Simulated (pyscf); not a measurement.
Structures and frequencies: ωB97X-D3(BJ)/def2-SVP in PySCF.

Problem. For the elementary gas-phase step `[FH]` + `[F][WH3]([F])[F]` → `[F][WH2]([F])([F])[F]` + `[H][H]` (singlet surface; F–H, H–W broken, F–W, H–H formed), what barrier and reaction energy does ωB97M-D3(BJ)/def2-TZVP give, measured from the separated reactants?

Solution. ΔE‡ = -1.2 kcal/mol, ΔE = -27.8 kcal/mol. Zero-point energy shifts the barrier by +0.6 kcal/mol. It is a four-centre exchange, with an imaginary mode of 1002i cm⁻¹. On the reactant side the descent ends in an adduct with a F–W contact, 15.1 kcal/mol under the separated species and 12.4 kcal/mol under the saddle at ωB97X-D3(BJ)/def2-TZVP. At ωB97M-D3(BJ) the saddle lies under the separated reactants, which points to a path from their complex (located at ωB97X-D3(BJ) alone). What is counted as formed (F–W) is already present as a longer contact in the reactant adduct; forming that adduct is a step of its own. At the saddle there is also a short H–W contact that neither side keeps. This is the saddle that the search found; another between the same sides may lie lower. Elements past Kr carry the def2 core potentials, without spin-orbit coupling.
